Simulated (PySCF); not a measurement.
# Frontier orbitals and the lowest excitations

CH2PH, CH3P.
Atom-mapped SMILES: `[CH2:1]=[PH:2]` (hydrogens: H3, H4 on C1; H5 on P2)

Computed, not measured: TDDFT wB97X-D/def2-SVPD, vertical, gas phase, core orbitals frozen in the response (PySCF). Geometry: PBE0-D3(BJ)/def2-SVP; no solvent, vibrations or thermal averaging.

Kohn–Sham orbitals with the atoms that hold most of them (Löwdin shares over 4%, at most four atoms; ? is withheld):

```csv
orbital,ε (eV),atoms
HOMO-3,-14.58,"C1 47%, H3 22%, P2 14%, H4 13%"
HOMO-2,-12.55,"C1 35%, P2 35%, H5 17%, H4 12%"
HOMO-1,-9.87,?
HOMO,?,?
LUMO,0.00,"P2 49%, C1 38%, H5 6%"
LUMO+1,2.20,"P2 35%, C1 32%, H5 15%, H3 11%"
LUMO+2,3.27,"P2 28%, H5 25%, C1 21%, H4 18%"
```

Task: Give the leading atoms of the HOMO.

Result: C1 (bonded to P and 2 H) 45%; P2 (bonded to C and H) 41%; H4 (bonded to C) 5%; H3 (bonded to C) 5%. By element: carbon 45%, phosphorus 41%, hydrogen 10% or more.

Task: Give the leading atoms of the HOMO-1.

Result: P2 (bonded to C and H) 66%; C1 (bonded to P and 2 H) 16%; H5 (bonded to P) 14%.

Task: What is the HOMO energy, and the HOMO–LUMO gap?

Result: ε(HOMO) = -9.65 eV; the gap is 9.65 eV (0.3547 hartree).

Task: How does S1 compare with the orbital gap of 9.65 eV?

Result: S1 is at 4.74 eV (f = 0.0092), 4.91 eV below the gap, made of HOMO-1→LUMO (99%). Its leading pair isn't HOMO and LUMO; the energies of that pair differ by 9.88 eV. 

Task: One configuration dominates each of S1, S2 and S5. Which, and how do the shares of the two leading atoms of either orbital change from the occupied to the empty one?

Result: 
- S1 (4.74 eV, f 0.0092), HOMO-1→LUMO (99%): P2 66% → 49%, C1 16% → 38%
- S2 (5.85 eV, f 0.216), HOMO→LUMO (94%): C1 45% → 38%, P2 41% → 49%
- S5 (7.67 eV, f 0.143), HOMO-1→LUMO+1 (92%): P2 66% → 35%, C1 16% → 32%

Löwdin shares depend on the basis, the more so with diffuse functions.

Hardware: one thread, Arm Neoverse V1 (aarch64), no GPU, on a shared host. Cost: 5.7 s of wall time (with the writing of density and orbital grids), 0.33 GiB resident at most.
